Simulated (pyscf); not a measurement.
5 gas-phase steps of one pattern: four-centre exchange on the singlet surface, B–Cl + H–H or B–F + H–H broken and B–H + Cl–H or B–H + F–H formed. Optimised with ωB97X-D3(BJ)/def2-SVP in PySCF. Electronic energies in kJ/mol, from the separated reactants; ΔE‡ at ωB97M-D3(BJ)/def2-TZVP, beside the barrier at B3LYP-D3(BJ)/def2-TZVP on the same structures. Rows were drawn at random from the steps of this pattern with a verified saddle, stable references and no exit in the data more than 5 kcal/mol lower.

```json
[
 {"row": "1", "step": "HO–B(Cl)–Cl + H₂ → HO–BH–Cl + HCl", "ΔE‡(B3LYP-D3(BJ))": "176.2", "ΔE‡": "179.2"},
 {"row": "2", "step": "HN=B–F + H₂ → HB=NH + HF", "ΔE‡(B3LYP-D3(BJ))": "234.7", "ΔE‡": "231.9"},
 {"row": "3", "step": "H₂N–B(NH₂)–Cl + H₂ → H₂N–BH–NH₂ + HCl", "ΔE‡(B3LYP-D3(BJ))": "202.1", "ΔE‡": "?"},
 {"row": "4", "step": "HO–B(Cl)–BH–Cl + H₂ → H₂B–B(OH)–Cl + HCl", "ΔE‡(B3LYP-D3(BJ))": "105.3", "ΔE‡": "102.3"},
 {"row": "5", "step": "F–B(F)–F + H₂ → HF + F–BH–F", "ΔE‡(B3LYP-D3(BJ))": "209.9", "ΔE‡": "206.3"}
]
```

### Question
Fit ΔE‡ = a + b·ΔE‡(B3LYP-D3(BJ)) to the other rows and predict row 3.

### Answer
Over the 4 complete rows the means are +181.5 (ΔE‡(B3LYP-D3(BJ))) and 179.9 (ΔE‡); least squares gives b = 1.00 and a = -1.6 kJ/mol, with residuals of 2.7 kJ/mol (root mean square; largest 4.6, row 1). For row 3: -1.6 + 1.00 × (+202.1) = 200.5 kJ/mol. The computed barrier is 207.0 kJ/mol, 6.5 over the line. The line follows the complete rows closely. Each barrier is that of the saddle found.
